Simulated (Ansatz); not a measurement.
Process, species as SMILES: C#CC → [C-]#CC + H+
B3LYP-D3(BJ)/def2-TZVP geometries, fixed; electronic energies without zero-point terms.

Effect of a fitting basis named in the input at MP2/aug-cc-pVTZ with Ansatz (a quantum-chemistry and plane-wave program), against the last row, where the deprotonation energy is 388.27 kcal/mol. Cores are frozen. The proton leaves the site shown, which need not be the most acidic. The default fits or decomposes integrals by the program's own choice; accuracy: high also tightens integrals, grids and stops.

| setting | largest shift of a total energy (mEh) | shift of the deprotonation energy (kcal/mol) |
|---|---|---|
| fitting: def2-universal-jkfit and def2-SVP-RIFIT | -1.741 | -0.131 |
| fitting: def2-universal-jkfit and cc-pVDZ-RIFIT | -0.643 | -0.055 |
| fitting: def2-universal-jkfit and cc-pVTZ-RIFIT | 0.227 | 0.054 |
| fitting: def2-universal-jkfit and aug-cc-pVTZ-RIFIT | 0.160 | 0.012 |
| fitting: def2-universal-jkfit and cc-pVQZ-RIFIT | 0.222 | 0.053 |
| fitting: def2-universal-jkfit and aug-cc-pVQZ-RIFIT | 0.146 | 0.014 |
| accuracy: high | -0.001 | 0.000 |
| accuracy: medium (default) | 0.000 | 0.000 |

Within 0.05 kcal/mol in the deprotonation energy: fitting: def2-universal-jkfit and aug-cc-pVTZ-RIFIT; fitting: def2-universal-jkfit and aug-cc-pVQZ-RIFIT; accuracy: high. The largest shift is 1.741 mEh in a total energy and 0.131 kcal/mol in the difference.
